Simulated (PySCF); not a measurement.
# Simulated absorption spectrum

Mg(SiH3)2.
Structure used (PBE0-D3(BJ)/def2-SVP), in Å, numbered top down from 1:
```xyz
9
H6MgSi2 angstrom
Mg     0.0100    0.0140    0.0001
Si     0.0003   -0.0169    2.5874
H      0.8976   -1.0786    3.1596
H     -1.3641   -0.2802    3.1610
H      0.4583    1.2794    3.1952
Si     0.0021    0.0202   -2.5874
H      1.3319    0.3957   -3.1791
H     -0.9927    0.9878   -3.1652
H     -0.3434   -1.3212   -3.1716
```

Method: TDDFT B3LYP/def2-SVPD, vertical, gas phase, core orbitals frozen in the response in PySCF 2.14.0, density-fitted response routines.

Computed states:

```csv
state,E (eV),f
S1,3.98,0.0001
S2,3.98,0.0000
S3,5.09,0.799
S4,5.69,0.110
S5,5.70,0.110
S6,6.00,0.0001
S7,6.17,0.0000
S8,6.29,0.081
S9,6.29,0.081
```

Broadening: Gaussians 0.25 eV wide at half height, area fixed by f = 4.319×10⁻⁹ ∫ε dν̃. The width is an assumption, not a result. The curve ends short of the highest state used, and states not computed would add to its high-energy end.

Q: Give the broadened spectrum and its maxima.

A: 
```csv
E (eV),ε (L mol⁻¹ cm⁻¹)
3.61,0
3.67,0
3.73,0
3.79,1
3.85,3
3.90,4
3.96,5
4.02,5
4.08,4
4.14,2
4.20,1
4.26,0
4.32,0
4.38,0
4.44,0
4.50,0
4.56,0
4.62,5
4.68,52
4.74,388
4.80,2120
4.86,8417
4.92,24278
4.98,50882
5.04,77483
5.10,85730
5.16,68920
5.22,40258
5.28,17097
5.34,5357
5.39,1930
5.45,1917
5.51,5223
5.57,11855
5.63,19667
5.69,23714
```

Maxima: 311 nm (3.98 eV), ε about 5.4, made up of S1 (100%); 244 nm (5.09 eV), ε about 86000, made up of S3 (100%) (ε in L mol⁻¹ cm⁻¹; maxima over ε = 5, shares over 10%). At its high-energy end, 5.69 eV, the curve is still rising (ε about 24000, from S4 and S5).

Q: On this curve, what absorbance would a 10⁻³ mol/L sample give at 248 nm over a 1 cm path?

A: 248 nm is 4.999 eV, where ε is about 60000 L mol⁻¹ cm⁻¹, so A = ε c l ≈ 60 (Beer–Lambert, with the gas-phase spectrum and the assumed width).

Q: Coming from long wavelengths, where does ε first pass 100 L mol⁻¹ cm⁻¹?

A: At about 264 nm (4.70 eV), 0.72 eV above S1.

Q: What would ε be at 5.09 eV, the highest of these maxima, with half the width (0.125 eV)?

A: About 172000 L mol⁻¹ cm⁻¹ against 86200, a factor of about 2.00; a lone state at its own centre would give exactly 2.

The vertical ionisation energy (ΔSCF) is 8.32 eV, 2.03 eV above S9.
